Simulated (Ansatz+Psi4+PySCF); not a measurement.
Results of a calculation; reference values are marked as such.
Input for PySCF 2.14.0:

```python
from pyscf import gto, scf, mp

# the (T+d) and (D+d) sets load through basis_set_exchange
mol = gto.M(atom="""
Cl 0.000000 0.000000 0.071110
H 0.000000 0.000000 -1.208870
""", basis={'Cl': 'cc-pv(t+d)z', 'H': 'cc-pvtz'}, charge=1, spin=1)
mf = scf.UHF(mol)
mf.kernel()
pt = mp.MP2(mf, frozen=5).run()
print(mf.e_tot, pt.e_corr, pt.e_tot)
```

The script is written out from the run's settings.

The run gave:

* Converged: yes
* Reference energy: -459.68469 hartree
* Correlation energy: -0.16077 hartree
* Total energy: -459.84545 hartree
* Spin squared of the determinant: 0.762

Messages of the program:
```
WARN: beta  nocc = 8  HOMO -0.451732772630034 >= LUMO -0.451732772630025
WARN: HOMO -0.451732772630025 >= LUMO -0.451732772630025
WARN: beta  nocc = 8  HOMO -0.451732772630034 >= LUMO -0.451732772630025
WARN: HOMO -0.451732772630025 >= LUMO -0.451732772630025
```
